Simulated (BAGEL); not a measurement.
**Si2H5Cl (SMILES [SiH3][SiH2]Cl) at HF/3-21G (density fitting with qzvpp-jkfit)**

What is the energy change on altering one bond length of Si2H5Cl at HF/3-21G (density fitting with qzvpp-jkfit)? 

The results are computed with BAGEL 1.2.2.

### Step 1. Starting point

Si2H5Cl has 8 atoms, charge 0, and is taken as a singlet. SMILES: `[SiH3][SiH2]Cl`. Geometry: relaxed at PBE0-D4/def2-TZVP.

Bond lengths: Si1–Si2 2.338 Å, Si2–Cl3 2.065 Å, Si1–H4 1.488 Å, Si1–H5 1.486 Å, Si1–H6 1.486 Å, Si2–H7 1.485 Å, Si2–H8 1.485 Å. Some angles: Si1–Si2–Cl3 108.7°, Si1–Si2–H7 111.9°, Si1–Si2–H8 111.8°, Cl3–Si2–H7 107.7°, Cl3–Si2–H8 107.7°, Si2–Si1–H4 109.6°, Si2–Si1–H5 109.6°, Si2–Si1–H6 109.6°, H7–Si2–H8 108.8°, H4–Si1–H5 109.3°.

### Step 2. A single-point energy at HF/3-21G (density fitting with qzvpp-jkfit)

Contents of input.json:

```json
{ "bagel": [

{
  "title": "molecule",
  "basis": "3-21g",
  "df_basis": "qzvpp-jkfit",
  "angstrom": "true",
  "geometry": [
    { "atom": "Si", "xyz": [   -0.706500,    0.881800,   -0.390300 ] },
    { "atom": "Si", "xyz": [    0.573400,   -0.938800,    0.325900 ] },
    { "atom": "Cl", "xyz": [    2.431600,   -0.252900,    0.908000 ] },
    { "atom": "H", "xyz": [   -2.053000,    0.410100,   -0.813000 ] },
    { "atom": "H", "xyz": [   -0.034300,    1.540700,   -1.540000 ] },
    { "atom": "H", "xyz": [   -0.854500,    1.855700,    0.722100 ] },
    { "atom": "H", "xyz": [   -0.041800,   -1.622800,    1.491400 ] },
    { "atom": "H", "xyz": [    0.777200,   -1.930900,   -0.759900 ] }
  ]
},
{ "title": "hf" },
{ "title": "print", "file": "orbitals.molden", "orbitals": "true" }

]}
```

Launch:

```bash
$ BAGEL_NUM_THREADS=1 BAGEL input.json > input.out
```

The program printed:

```text
* using 1 threads per process

  ===============================================================
  ===============================================================

  *** Geometry ***

  { "atom" : "Si", "xyz" : [     -1.335092,      1.666360,     -0.737560 ] },
  { "atom" : "Si", "xyz" : [      1.083569,     -1.774075,      0.615862 ] },
  { "atom" : "Cl", "xyz" : [      4.595058,     -0.477912,      1.715871 ] },
  { "atom" : "H", "xyz" : [     -3.879608,      0.774977,     -1.536347 ] },
  { "atom" : "H", "xyz" : [     -0.064818,      2.911501,     -2.910178 ] },
  { "atom" : "H", "xyz" : [     -1.614771,      3.506765,      1.364571 ] },
  { "atom" : "H", "xyz" : [     -0.078991,     -3.066648,      2.818338 ] },
  { "atom" : "H", "xyz" : [      1.468695,     -3.648872,     -1.436003 ] },

  Number of auxiliary basis functions:      474

  Since a DF basis is specified, we compute 2- and 3-index integrals:
    o Being stored without compression. Storage requirement is 0.009 GB

  Number of basis functions:       49
  Number of electrons      :       50

    * METHOD: MOLECULE                             0.27

  *** RHF ***

  === Nuclear Repulsion ===
   191.5082617889

      * DIIS with orbital gradients will be used.

  === RHF iteration (3-21g) ===
      0      -1034.95924220          0.00893576           0.06
      1      -1035.00183657          0.00298508           0.05
      2      -1035.00573217          0.00068093           0.06
      3      -1035.00601906          0.00006357           0.06
      4      -1035.00602282          0.00001884           0.05
      5      -1035.00602316          0.00000430           0.05
      6      -1035.00602319          0.00000097           0.05
      7      -1035.00602319          0.00000014           0.05
      8      -1035.00602319          0.00000004           0.05
      9      -1035.00602319          0.00000002           0.05
     10      -1035.00602319          0.00000000           0.05
    * SCF iteration converged.

    * Permanent dipole moment:
           (    1.063168,     0.216422,     0.356652) a.u.

    * METHOD: HF                                   0.76

    * METHOD: PRINT                                0.01

  ===============================================================
```

Wall time 1.2 s (1 thread of Arm Neoverse N1, shared host); peak memory 0.081 GiB.

### Step 3. The distorted shape at the same level

Contents of input.json:

```json
{ "bagel" : [

{
  "title" : "molecule",
  "basis" : "3-21g",
  "df_basis" : "qzvpp-jkfit",
  "angstrom" : true,
  "geometry" : [
    { "atom" : "Si", "xyz" : [   -0.614201,    0.984421,   -0.565162 ] },
    { "atom" : "Si", "xyz" : [    0.665699,   -0.836179,    0.151038 ] },
    { "atom" : "Cl", "xyz" : [    2.523899,   -0.150279,    0.733138 ] },
    { "atom" : "H", "xyz" : [   -1.960701,    0.512721,   -0.987862 ] },
    { "atom" : "H", "xyz" : [    0.057999,    1.643321,   -1.714862 ] },
    { "atom" : "H", "xyz" : [   -0.762201,    1.958321,    0.547238 ] },
    { "atom" : "H", "xyz" : [   -0.041800,   -1.622800,    1.491400 ] },
    { "atom" : "H", "xyz" : [    0.869499,   -1.828279,   -0.934762 ] }
  ]
},
{
  "title" : "hf"
},
{
  "title" : "print",
  "file" : "orbitals.molden",
  "orbitals" : true
}

]}
```

Launch:

```bash
$ BAGEL_NUM_THREADS=1 BAGEL input.json > input.out
```

The program printed:

```text
* using 1 threads per process

  ===============================================================
  ===============================================================

  *** Geometry ***

  { "atom" : "Si", "xyz" : [     -1.160672,      1.860286,     -1.068001 ] },
  { "atom" : "Si", "xyz" : [      1.257989,     -1.580149,      0.285420 ] },
  { "atom" : "Cl", "xyz" : [      4.769478,     -0.283986,      1.385430 ] },
  { "atom" : "H", "xyz" : [     -3.705188,      0.968902,     -1.866789 ] },
  { "atom" : "H", "xyz" : [      0.109602,      3.105427,     -3.240620 ] },
  { "atom" : "H", "xyz" : [     -1.440351,      3.700690,      1.034130 ] },
  { "atom" : "H", "xyz" : [     -0.078991,     -3.066648,      2.818338 ] },
  { "atom" : "H", "xyz" : [      1.643115,     -3.454947,     -1.766444 ] },

  Number of auxiliary basis functions:      474

  Since a DF basis is specified, we compute 2- and 3-index integrals:
    o Being stored without compression. Storage requirement is 0.009 GB

  Number of basis functions:       49
  Number of electrons      :       50

    * METHOD: MOLECULE                             0.27

  *** RHF ***

  === Nuclear Repulsion ===
   190.5423871114

      * DIIS with orbital gradients will be used.

  === RHF iteration (3-21g) ===
      0      -1034.94502477          0.00899881           0.05
      1      -1034.98840239          0.00310465           0.05
      2      -1034.99257283          0.00070462           0.05
      3      -1034.99288190          0.00007654           0.05
      4      -1034.99288725          0.00002494           0.05
      5      -1034.99288783          0.00000526           0.05
      6      -1034.99288786          0.00000115           0.05
      7      -1034.99288786          0.00000019           0.05
      8      -1034.99288786          0.00000005           0.05
      9      -1034.99288786          0.00000002           0.05
     10      -1034.99288786          0.00000000           0.05
    * SCF iteration converged.

    * Permanent dipole moment:
           (    1.014663,     0.132790,     0.459936) a.u.

    * METHOD: HF                                   0.72

    * METHOD: PRINT                                0.01

  ===============================================================
```

It took 1.2 s on 1 thread of Arm Neoverse N1, shared host; peak memory 0.081 GiB.

### Step 4. What came out

At HF/3-21G (density fitting with qzvpp-jkfit):

```
                                                          quantity           value
                                         first shape: total energy  -1035.00602 Eh
                                        first shape: dipole moment          2.90 D
                                          first shape: HOMO energy       -11.10 eV
                                          first shape: LUMO energy         2.63 eV
                                        first shape: HOMO–LUMO gap        13.73 eV
                                     distorted shape: total energy  -1034.99289 Eh
                                    distorted shape: dipole moment          2.85 D
                                      distorted shape: HOMO energy       -11.09 eV
                                      distorted shape: LUMO energy         2.59 eV
                                    distorted shape: HOMO–LUMO gap        13.68 eV
energy change with the Si2–H7 bond stretched from 1.485 to 1.708 Å        0.357 eV
```

With the Si2–H7 bond stretched from 1.485 to 1.708 Å the energy rises by 0.36 eV (34.5 kJ/mol). The first shape isn't relaxed at this level, so the change isn't measured from a minimum.
